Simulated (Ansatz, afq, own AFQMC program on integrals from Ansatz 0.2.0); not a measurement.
## AlGaHCl, singlet in cc-pVDZ, levels against AFQMC with the constraint released

```csv
atom,x (Å),y (Å),z (Å)
Al,0.0000,0.3261,2.6182
Ga,0.0000,-0.3280,0.0171
Cl,0.0000,0.3579,-2.0599
H,0.0000,1.3692,1.1870
```

Connectivity, by distances: AlH–Ga–Cl.

Basis cc-pVDZ. Noble-gas cores (and the filled d shells of Ga–Kr and In–Xe) are frozen. AFQMC by an in-house program on the Cholesky factors that Ansatz 0.2.0 writes for its CCSD(T) run. ph-AFQMC/CISD is guided by a CISD state made of CCSD amplitudes; releasing the constraint for a short imaginary time cuts its bias at the price of noise, slowly where states lie close. Free AFQMC starts from the CCSD state and is never constrained. Its projection time is finite, and what remains of the start isn't in its error. Uncertainties: one standard error, sampling alone. No spin–orbit coupling.

Determinant: RHF, the one that the program's search chose, which needn't be the lowest solution. The geometry is a PBE0/def2-TZVP stationary point of this or a neighbouring charge and spin state.

No full CI on the walks' own integrals is used here. The released AFQMC energy serves as the reference, which it does only where one determinant dominates, the energy is flat over the last release times and near the phaseless one (40 meV or 2 meV an electron, half that with transition metals). On small molecules, where full CI could be run and the noise was under 10 meV, such values lay within 10 meV of it in 19 cases of 20, a flattering rate, since the rule was set on those same cases; what remains of the bias isn't in the error bar.

Cautions: no relativity below Rb; no spin-orbit coupling; inner d shell frozen; restricted determinant unstable towards unrestricted (UHF 7 meV lower, ⟨S²⟩ 0.12); the released value is read at 2.40 1/Eh with a noise of 29 meV, more than in the cases checked (meV from the phaseless value at times in 1/Eh: -16 ± 18 at 0.24, -28 ± 16 at 0.51, -37 ± 16 at 0.99, -33 ± 21 at 1.62, -27 ± 29 at 2.40).

The T1 diagnostic is 0.0149. The weight of the determinant in the CISD state is 0.826 and the size of the correlated space is 14 electrons in 44 orbitals.

```json
{"level": "MP2", "correlation energy (eV)": "-6.5733"}
{"level": "CCSD", "correlation energy (eV)": "-7.6568"}
{"level": "CCSD(T)", "correlation energy (eV)": "-7.8741"}
```

(1) Estimate where phaseless AFQMC with the Hartree–Fock trial lies against CCSD(T) on the same integrals.

(1) 9.2 ± 5.8 kJ/mol below CCSD(T). The gap is under twice the noise, so this walk alone can't tell the two apart.

Reference: AFQMC with the constraint released, correlation energy -7.926 ± 0.029 eV.

```
        level  E − E(reference) (kJ/mol)  share of correlation (%)
      CCSD(T)                  5.0 ± 2.8                     99.35
  ph-AFQMC/HF                 -4.2 ± 6.5                    100.55
ph-AFQMC/CISD                  2.6 ± 3.4                     99.66
   free AFQMC                  2.0 ± 3.4                     99.74
```

Free projections are given only where their last times agree within the noise and don't stop above the reference; a slow remainder of the start can still hide under it. A walk keeps the symmetry of its determinant, which the program's search chose and which needn't be the lowest solution, so a lower state of the same spin and another symmetry isn't excluded. Released energies are given only where the last usable release times agree within the noise; a slower fall can still hide under it.
